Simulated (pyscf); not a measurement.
Four-centre exchange: allene (H₂C=C=CH₂) + hydrogen (H₂) -> hydrogen (H₂) + allene (H₂C=C=CH₂)

Gas phase, singlet surface, charge 0. Bonds broken: H1–C3, H2–H6. Bonds formed: H1–H2, C3–H6. PySCF, gas phase, ωB97X-D3(BJ)/def2-SVP geometries.

Transition state (Å):

```xyz
9

H      0.0003    -0.7001     0.7150
H      0.7375     0.3518     1.2615
C      0.1679    -0.2641    -0.3422
C     -1.0659    -0.0840    -0.9921
C     -2.2401     0.4868    -0.8639
H      0.6266     0.7610    -0.0687
H      1.0223    -0.8336    -0.7213
H     -3.0165     0.4062    -1.6338
H     -2.4916     1.0770     0.0362
```

One imaginary mode, 1509i cm⁻¹; descent along it reached the two sides named.

```json
[
 {"bond": "H1–C3", "change": "breaks", "reactant side (Å)": "1.095", "saddle": "1.156", "product side": "3.2"},
 {"bond": "H2–H6", "change": "breaks", "reactant side (Å)": "0.761", "saddle": "1.396", "product side": "4.3"},
 {"bond": "H1–H2", "change": "forms", "reactant side (Å)": "4.3", "saddle": "1.396", "product side": "0.761"},
 {"bond": "C3–H6", "change": "forms", "reactant side (Å)": "3.2", "saddle": "1.156", "product side": "1.095"}
]
```

Electronic energies relative to the separated reactants (kcal/mol):

| level | barrier | reaction energy | reverse barrier |
|---|---|---|---|
| ωB97X-D3(BJ)/def2-TZVP | 98.5 | 0.0 | 98.5 |
| PBE/def2-TZVP | 75.6 | 0.0 | 75.6 |
| r²SCAN/def2-TZVP | 81.2 | 0.0 | 81.2 |
| B3LYP-D3(BJ)/def2-TZVP | 87.2 | 0.0 | 87.2 |
| PBE0-D3(BJ)/def2-TZVP | 84.8 | 0.0 | 84.8 |
| M06-2X/def2-TZVP | 96.3 | 0.0 | 96.3 |
| ωB97M-D3(BJ)/def2-TZVP | 95.6 | 0.0 | 95.6 |
| HF/def2-TZVP | 124.2 | 0.0 | 124.2 |

With ωB97M-D3(BJ)/def2-TZVP energies and thermal terms (ideal gas, 1 atm, RRHO with modes under 100 cm⁻¹ raised to 100, one conformer, R ln 2 for chiral ones without a mode under 150 cm⁻¹), in kcal/mol:

```tsv
T (K)	ΔH‡	ΔG‡	ΔH	ΔG
298	94.4	101.7	0.0	0.0
600	93.8	109.4	0.0	0.0
900	93.9	117.2	0.0	0.0
1200	94.2	125.0	0.0	0.0
```

The same reactants have a lower exit, to HC≡C–CH₃ + H₂ (barrier +49.7 kcal/mol at ωB97M-D3(BJ)/def2-TZVP, against +95.6 kcal/mol here). One saddle was located; it need not be the lowest between these sides. One closed-shell reference is unstable to symmetry breaking; treat the single-reference values with care.
